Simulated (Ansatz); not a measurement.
# Al₂F+ (triplet): the correlation ladder, def2-TZVPP

The task here is to estimate one member of a computed series from the others.

Method: def2-TZVPP, core rule «outside noble gas», up to 11 orbitals frozen; program: Ansatz 0.2.0, Gaussian basis.

Plan: UHF; ROHF; CCSD(T) on UHF.

**The system**

The geometry is a PBE0/def2-TZVP stationary point (not a proven minimum) of the parent state, kept for this charge and spin.

3 atoms, charge 1, spin multiplicity 3.

Atoms are counted from 1 here; the program's logs count them from 0.

Bond lengths: Al1–Al2 2.338 Å, Al2–F3 1.647 Å. Angles: Al1–Al2–F3 180.0°.

The first run:

in.yaml reads:

```yaml
crystal:
  periodic: [false, false, false]
  atoms:
    - {symbol: Al, position_ang: [0.000000, 0.000000, 2.107800]}
    - {symbol: Al, position_ang: [0.000000, 0.000000, -0.230400]}
    - {symbol: F, position_ang: [0.000000, 0.000000, -1.877400]}
basis:
  gaussian: {orbitals: def2-TZVPP}
total_charge: 1
magnetization: {spin_polarized: true, initial_magnetization: 2}
hamiltonian: {xc: hf}
output: {orbitals: {seedname: orbitals}}
```

The run is started by

```sh
$ ansatz run in.yaml --threads 1 --pin off --events-out ev --progress --plain --max-ram 4096MiB --backend cpu
```

Steps of the session up to this table: UHF; ROHF; CCSD(T) on UHF.

One table of the session follows, with a row left open; its other results are not shown here.

| method | from UCCSD(T) (meV) |
| --- | --- |
| ROHF | ? |
| UHF | +9594.3 |
| UMP2 | +690.6 |
| UCCSD | +303.4 |
| UCCSD(T) | 0 |

Estimate the missing values for ROHF.

The run gave: from UCCSD(T) (meV): +9682.0. In the column «from UCCSD(T) (meV)» it is the highest.
